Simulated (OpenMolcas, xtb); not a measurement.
# CH3BCl (SMILES C[B]Cl): the dipole moment, rung by rung

CH3BCl has 6 atoms, charge 0, and is taken as a doublet. SMILES: `C[B]Cl`. The shape is that of a PBE0-D4/def2-TZVP optimisation.

Quantity: the dipole moment, in D. The values are calculated.

```json
{"level": "GFN1-xTB", "kind": "semi-empirical", "program": "xtb", "value (D)": "1.55"}
{"level": "UHF/aug-cc-pVDZ", "kind": "Hartree–Fock", "program": "OpenMolcas", "value (D)": "1.49"}
{"level": "USVWN5/aug-cc-pVDZ", "kind": "LDA", "program": "OpenMolcas", "value (D)": "1.45"}
{"level": "UPBE/aug-cc-pVDZ", "kind": "GGA", "program": "OpenMolcas", "value (D)": "1.38"}
{"level": "UTPSS/aug-cc-pVDZ", "kind": "meta-GGA", "program": "OpenMolcas", "value (D)": "1.36"}
{"level": "UB3LYP/aug-cc-pVDZ", "kind": "global hybrid", "program": "OpenMolcas", "value (D)": "1.37"}
```

The values span 1.36 to 1.55 D.
